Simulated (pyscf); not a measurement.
boron trifluoride (F–B(F)–F) + hydrogen (H₂) → hydrogen fluoride (HF) + F–BH–F, a four-centre exchange (singlet surface; B–F, H–H broken, F–H, B–H formed). Single points on ωB97X-D3(BJ)/def2-SVP structures (PySCF, gas phase). Energies in eV from the separated reactants.

Small-basis levels: PySCF, no dispersion term, spherical d functions. AM1 to PM7: differences of heats of formation from MOPAC, which are fitted to 298 K values and so differ in kind from electronic energies by zero-point and thermal terms. 

```json
[
 {"level": "HF/STO-3G", "barrier": "3.71", "reaction energy": "+1.96"},
 {"level": "HF/3-21G", "barrier": "2.86", "reaction energy": "+1.85"},
 {"level": "B3LYP/LANL2DZ", "barrier": "2.09", "reaction energy": "+1.04"},
 {"level": "M06-2X/6-31G*", "barrier": "2.34", "reaction energy": "+1.75"},
 {"level": "B3LYP/6-311+G**", "barrier": "2.14", "reaction energy": "+1.05"},
 {"level": "B3LYP/def2-SVP", "barrier": "2.05", "reaction energy": "+1.52"},
 {"level": "AM1", "barrier": "3.79", "reaction energy": "+1.08"},
 {"level": "PM6", "barrier": "3.22", "reaction energy": "+2.70"},
 {"level": "PM7", "barrier": "4.06", "reaction energy": "+3.07"},
 {"level": "ωB97M-D3(BJ)/def2-TZVP", "barrier": "2.14", "reaction energy": "+1.26"}
]
```

Against the last row the barrier runs from -0.09 (B3LYP/def2-SVP) to +1.93 eV (PM7). ωB97M-D3(BJ)/def2-TZVP has limits of its own. This is the saddle that the search found; another between the same sides may lie lower.
